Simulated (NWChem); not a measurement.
# NOF (SMILES O=NF) at HF/STO-3G

Aim: the vertical ionisation energy of NOF at HF/STO-3G, from 2 runs. 

The calculation is run with NWChem 7.3.0.

3 further runs of the same task are left out: 3 set aside as unsound or not needed. Runs told in other sessions of the task aren't counted.

### 1 The structure to begin with

NOF: 3 atoms, total charge 0, spin state singlet. As SMILES, `O=NF`. The coordinates come from a PBE0-D4/def2-TZVP relaxation.

Bond lengths: O1–N2 1.127 Å, N2–F3 1.483 Å. Angles: O1–N2–F3 110.4°.

### 2 Energy and gradient at HF/STO-3G

Input file run.nw:

```
start run
title "FNO hf"
memory stack 880 mb heap 220 mb global 1100 mb
charge 0

geometry units au noautosym nocenter noautoz
   O      1.64094368     0.45914676     0.95382036
   N      0.28143691    -0.91186844     0.05652171
   F     -1.92239949     0.45274058    -1.01034207
end

basis spherical bse
   * library STO-3G
end

scf
   thresh 1e-08
   maxiter 80
end

task scf gradient
```

On the command line:

```
nwchem run.nw > run.out
```

Log:

```text
[...]
  functions       =    15
[...]
  wavefunction    = RHF
[...]
         Total SCF energy =   -225.498413422120
      One-electron energy =   -445.437185087184
      Two-electron energy =    153.465849859024
 Nuclear repulsion energy =     66.472921806040
        Time for solution =      0.2s
[...]
                         RHF ENERGY GRADIENTS
    atom               coordinates                        gradient
                 x          y          z           x          y          z
   1 O       1.640944   0.459147   0.953820   -0.153938  -0.166814  -0.102853
   2 N       0.281437  -0.911868   0.056522    0.212519   0.137679   0.131983
   3 F      -1.922399   0.452741  -1.010342   -0.058581   0.029134  -0.029130
[...]
```

It took 0.91 s on 1 thread of Intel Xeon Platinum 8375C at 2.90GHz (Ice Lake), shared host; peak memory 0.1 GiB.

### 3 The doublet cation: the energy at UHF/STO-3G

Input file run.py:

```python
from ase import Atoms
from ase.calculators.nwchem import NWChem

system = Atoms('ONF', positions=[
    [0.868350, 0.242970, 0.504740],
    [0.148930, -0.482540, 0.029910],
    [-1.017290, 0.239580, -0.534650],
])

calc = NWChem(
    label='fno',
    theory='scf',
    memory='2200 mb',
    basis='STO-3G',
    basispar='spherical bse',
    charge=1,
    scf={'nopen': '1', 'uhf': None, 'thresh': '1e-08', 'maxiter': '80'},
    task='energy',
)
system.calc = calc

e = system.get_potential_energy()
print(f"E = {e:.6f} eV")
```

On the command line:

```
export ASE_NWCHEM_COMMAND="nwchem PREFIX.nwi > PREFIX.nwo"
python run.py
```

Log:

```text
E = -6127.391499 eV
```

The calculator wrote fno.nwi:

```
title "fno"

permanent_dir fno

scratch_dir fno

start fno

geometry units angstrom nocenter noautosym noautoz
  O  8.6834999999999996e-01 2.4296999999999999e-01 5.0473999999999997e-01
  N  1.4893000000000001e-01 -4.8254000000000002e-01 2.9909999999999999e-02
  F  -1.0172900000000000e+00 2.3957999999999999e-01 -5.3464999999999996e-01
end

charge 1

memory 2200 mb

basis spherical bse noprint
   * library STO-3G
end

scf
  nopen 1
  uhf
  thresh 1e-08
  maxiter 80
end

task scf energy
```

fno.nwo:

```text
Northwest Computational Chemistry Package (NWChem) 7.3.0
             --------------------------------------------------------

           Job information
           ---------------

    nwchem branch   = 7.3.0
    use scalapack   = T
    input           = fno.nwi
    prefix          = fno.
    data base       = fno/fno.db
    status          = startup
    nproc           =        1

           Memory information
           ------------------

    heap     =     72089600 doubles =      550.0 Mbytes
    stack    =     72089597 doubles =      550.0 Mbytes
    global   =    144179200 doubles =     1100.0 Mbytes (distinct from heap & stack)
    total    =    288358397 doubles =     2200.0 Mbytes
    verify   = yes
    hardfail = no

           Directory information
           ---------------------

  0 permanent = fno
  0 scratch   = fno

[... 101 lines left out ...]
 Convergence threshold     :          1.000E-08
[... 19 lines left out ...]
       Final UHF  results
[... 3 lines left out ...]
      One electron energy =   -433.731965308839
[... 1 line left out ...]
 Nuclear repulsion energy =     66.472926509786
[... 27 lines left out ...]
          Final beta eigenvalues
[... 131 lines left out ...]
                     UHF Final Beta Molecular Orbital Analysis
[... 143 lines left out ...]
    Atom       Charge   Shell Charges
 -----------   ------   -------------------------------------------------------
    1 O    8     3.32   1.00  0.92  1.40
    2 N    7     3.58   1.00  0.86  1.73
    3 F    9     4.10   1.00  1.00  2.10

   Mulliken analysis of the spin density
   -------------------------------------

    Atom       Charge   Shell Charges
 -----------   ------   -------------------------------------------------------
    1 O    8     1.04   0.00  0.03  1.01
    2 N    7    -0.61  -0.00 -0.02 -0.59
    3 F    9     0.57  -0.00 -0.01  0.59

       Multipole analysis of the density wrt the origin
       ------------------------------------------------

     L   x y z        total         alpha         beta         nuclear
     -   - - -        -----         -----         ----         -------
     0   0 0 0      1.000000    -12.000000    -11.000000     24.000000

     1   1 0 0      0.244427      1.003424      1.444990     -2.203987
[... 8 lines of this table left out ...]
     2   0 0 2     -8.482255    -13.326669    -11.643252     16.487667

 Task  times  cpu:        0.8s     wall:        0.8s
 Total times  cpu:        0.9s     wall:        0.9s
```

Run time: 2.1 s. Hardware: 1 thread of Intel Xeon Platinum 8375C at 2.90GHz (Ice Lake), shared host; peak memory 0.098 GiB.

### 4 What came out

At HF/STO-3G:

| quantity | value |
| --- | --- |
| singlet NOF: total energy | -225.49841 Eh |
| singlet NOF: dipole moment | 0.37 D |
| singlet NOF: HOMO energy | -9.70 eV |
| singlet NOF: LUMO energy | 5.73 eV |
| singlet NOF: HOMO–LUMO gap | 15.43 eV |
| singlet NOF: largest force on an atom | 14.684 eV/Å |
| doublet cation: total energy | -225.17749 Eh |
| doublet cation: HOMO energy (highest over α and β) | -24.32 eV |
| doublet cation: LUMO energy (lowest over α and β) | -7.90 eV |
| doublet cation: ⟨S²⟩ | 1.032 |
| vertical ionisation energy (to the doublet cation) | 8.733 eV |

What this shows: The vertical ionisation energy comes to 8.73 eV (201 kcal/mol). The largest force (singlet NOF) is 14.68 eV/Å: too large for a shape near rest; a basis without polarisation functions on a geometry from another level can give that. −ε(HOMO) before ionisation, 9.70 eV, is 0.97 eV above this ionisation energy. In a minimal basis such a difference can be off by several eV, whatever the method. Mulliken charges (singlet NOF) run from -0.10 on F3 to +0.17 on N2; they depend strongly on the basis. ⟨S²⟩ (doublet cation) is 1.03 where a pure doublet has 0.75: the reference is spin-contaminated.
